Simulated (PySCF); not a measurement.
From results back to the method.

Compound: isopentylamine, C5H13N.
SMILES: `CC(CCN)C`

The closed-shell ground state was solved 7 times with PySCF (density fitting, gas phase), always in the pcSseg-1 basis (167 functions), with these functionals: B3LYP, BP86, CAM-B3LYP, HF, LDA, PBE0 and wB97X-D. The structure is a single PBE0-D3(BJ)/def2-SVP conformer in the gas phase; no vibrational or solvent corrections.

```tsv
row	total energy (Eh)	HOMO (eV)	LUMO (eV)	dipole (D)
P	-253.0747	-5.27	0.73	1.26
Q	-252.9333	-8.15	2.35	1.32
R	-251.3104	-10.50	4.40	1.37
S	-250.7429	-5.24	0.45	1.31
T	-252.9985	-8.66	3.32	1.32
U	-253.0890	-6.45	1.17	1.28
V	-252.7677	-6.70	1.50	1.30
```

Task: Which functional belongs to which row?

Result: P = BP86, Q = CAM-B3LYP, R = HF, S = LDA, T = wB97X-D, U = B3LYP, V = PBE0. By rising HOMO–LUMO gap: LDA (LDA) 5.69 eV; BP86 (GGA) 6.00 eV; B3LYP (global hybrid, 20 % exact exchange) 7.62 eV; PBE0 (global hybrid, 25 % exact exchange) 8.20 eV; CAM-B3LYP (range-separated hybrid) 10.50 eV; wB97X-D (range-separated hybrid) 11.98 eV; HF (all exact exchange) 14.90 eV. Total energies of different functionals aren't bounds to one another; each is stationary for its own functional.

Shape of the structure used: `[CH3:1][CH:2]([CH3:3])[CH2:4][CH2:5][NH2:6]`: C1–C2–C4–C5 173°, C2–C4–C5–N6 -173°, H–N6–C5–C4 180°, H–N6–C5–C4 -63°.

wB97X-D is run here without its empirical dispersion term; that term would change no orbital, density or response property at a fixed geometry.
